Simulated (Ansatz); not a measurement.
# Counterpoise correction, worked out

The pair of CH$_{4}$ (SMILES C, atoms 1–5) and CH$_{2}$O (SMILES C=O, atoms 6–9), both closed shells, in one local arrangement (a lower one may exist), relaxed at PBE0-D4/def2-TZVP:

```xyz
9
angstrom
C -0.2149 0.0345 -1.5225
H -1.2039 -0.2048 -1.1322
H -0.2739 0.1540 -2.6038
H 0.4782 -0.7743 -1.2897
H 0.1380 0.9630 -1.0744
C 0.2697 -0.0474 1.9040
O 0.0847 1.0600 2.3143
H -0.5525 -0.7847 1.8085
H 1.2745 -0.4002 1.5960
```

Program: Ansatz 0.2.0. Basis: def2-TZVPPD. Cores are frozen in the correlated methods.

CCSD(T) total energies in eV:

| system | geometry | basis functions | energy |
| --- | --- | --- | --- |
| pair | pair | all | -4211.80080 |
| CH$_{4}$ | as in the pair | all (partner as ghosts) | -1100.41586 |
| CH$_{2}$O | as in the pair | all (partner as ghosts) | -3111.35508 |
| CH$_{4}$ | as in the pair | its own | -1100.41217 |
| CH$_{2}$O | as in the pair | its own | -3111.34821 |
| CH$_{4}$ | free (PBE0-D4 minimum) | its own | -1100.41235 |
| CH$_{2}$O | free (PBE0-D4 minimum) | its own | -3111.34811 |

Q: Work out the interaction energy with and without the counterpoise correction, the superposition error, and the binding energy from the relaxed fragments.

A: Without correction: -4211.80080 − (-1100.41217) − (-3111.34821) = -0.04042 eV.
With correction (each fragment in the whole basis): -4211.80080 − (-1100.41586) − (-3111.35508) = -0.02986 eV = -0.69 kcal/mol.
The superposition error is the difference, 0.01056 eV, 26 % of the uncorrected value: each fragment borrows its partner's functions.
Deformation from the free shapes: 0.00018 eV for CH$_{4}$ and -0.00010 eV for CH$_{2}$O (a small negative value is possible, since the free shapes are minima of another method).
Binding energy from relaxed fragments: -0.02986 + 0.00018 + (-0.00010) = -0.02978 eV = -0.69 kcal/mol (electronic, without zero-point energy; negative means bound). For comparison, the corrected interaction energy by CCSD(T) at an estimated basis limit (MP2 extrapolated from triple and quadruple zeta, plus CCSD(T) − MP2 in triple zeta) is -0.035 eV; triple zeta with the correction binds less.

T1 diagnostic: at most 0.016.

For scale, one of the runs: CCSD(T)/def2-TZVPPD, 216 basis functions (an equivalent command: `ansatz run in.yaml --threads 2`). Time: 41 s of wall clock on 2 CPU threads; the host was shared. Peak host memory: 3.3 GiB.
